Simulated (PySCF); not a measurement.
Species: carbonyl fluoride, CF₂O.
Numbering: `[O:1]=[C:2]([F:3])[F:4]`

Cartesian coordinates in Å at the PBE0-D3(BJ)/def2-SVP level; atoms count from 1:
```xyz
4
CF2O angstrom
O     -0.3473    1.0568    0.7936
C     -0.0629    0.0280    0.3117
F      0.9437   -0.7310    0.6569
F     -0.6988   -0.5626   -0.6650
```

Level: CAM-B3LYP/def2-SVPD in PySCF, non-relativistic, on one gas-phase PBE0-D3(BJ)/def2-SVP geometry that isn't relaxed in the solvent. The solvent is an IEF-PCM continuum (Bondi radii, 1.10 Å for H, scaled by 1.2), and excitations are vertical TDDFT with non-equilibrium linear response and a frozen core. The model holds no explicit solvent molecules, cavitation or dispersion.

Gas-phase singlets (H = HOMO, L = LUMO):

```json
{"state": "S1", "E (eV)": "7.103", "λ (nm)": "175", "f": "0.000", "leading configurations": "H→L 99%"}
{"state": "S2", "E (eV)": "9.235", "λ (nm)": "134", "f": "0.031", "leading configurations": "H→L+1 94%"}
{"state": "S3", "E (eV)": "10.142", "λ (nm)": "122", "f": "0.181", "leading configurations": "H-1→L 87%"}
{"state": "S4", "E (eV)": "10.334", "λ (nm)": "120", "f": "0.007", "leading configurations": "H-1→L+1 94%"}
{"state": "S5", "E (eV)": "10.636", "λ (nm)": "117", "f": "0.000", "leading configurations": "H-2→L 99%"}
```

Problem. Give the list for chloroform (ε = 4.711), n² = 2.09.

Solution. 
```tsv
state	E (eV)	λ (nm)	f	leading configurations	change by rank (eV)
S1	7.191	172	0.000	H→L 99%	+0.088
S2	9.361	132	0.040	H→L+1 94%	+0.126
S3	10.064	123	0.228	H-1→L 89%	-0.078
S4	10.423	119	0.010	H-1→L+1 94%	+0.089
S5	10.595	117	0.000	H-2→L 99%	-0.041
```

Problem. The ground-state energy changes by -0.069 eV from gas to chloroform. By how much does the total energy of gas-phase S1 change?

Solution. E(S1) = E(S0) + excitation energy, so it changes by -0.069 + 0.088 = +0.019 eV: it isn't lowered at all, while the ground state is. This is the vertical state, with the slow part of the continuum still set for S0.

Problem. How do the frontier levels move from gas to chloroform?

Solution. 
| orbital | gas (eV) | solvent (eV) | change (eV) | Löwdin shares, gas | Löwdin shares, solvent |
| --- | --- | --- | --- | --- | --- |
| LUMO+2 | 2.92 | 2.93 | +0.01 | O1 40 %, F4 30 %, F3 30 % | O1 45 %, F4 27 %, F3 27 % |
| LUMO+1 | 0.73 | 0.89 | +0.16 | C2 59 %, F3 14 %, F4 14 %, O1 12 % | C2 58 %, F3 14 %, F4 14 %, O1 14 % |
| LUMO | 0.56 | 0.66 | +0.10 | C2 43 %, O1 33 %, F3 12 %, F4 12 % | C2 43 %, O1 33 %, F3 12 %, F4 12 % |
| HOMO | -12.07 | -12.05 | +0.02 | O1 72 %, F4 10 %, F3 10 %, C2 8 % | O1 72 %, F4 10 %, F3 10 %, C2 8 % |
| HOMO-1 | -13.25 | -13.18 | +0.07 | O1 56 %, C2 18 %, F4 13 %, F3 13 % | O1 57 %, C2 17 %, F4 13 %, F3 13 % |
| HOMO-2 | -15.07 | -14.93 | +0.14 | F3 46 %, F4 46 %, C2 4 % | F3 46 %, F4 46 %, C2 4 % |
| HOMO-3 | -15.37 | -15.32 | +0.05 | O1 48 %, F4 20 %, F3 20 %, C2 11 % | O1 44 %, F4 22 %, F3 22 %, C2 11 % |

The HOMO–LUMO gap goes from 12.63 to 12.71 eV.
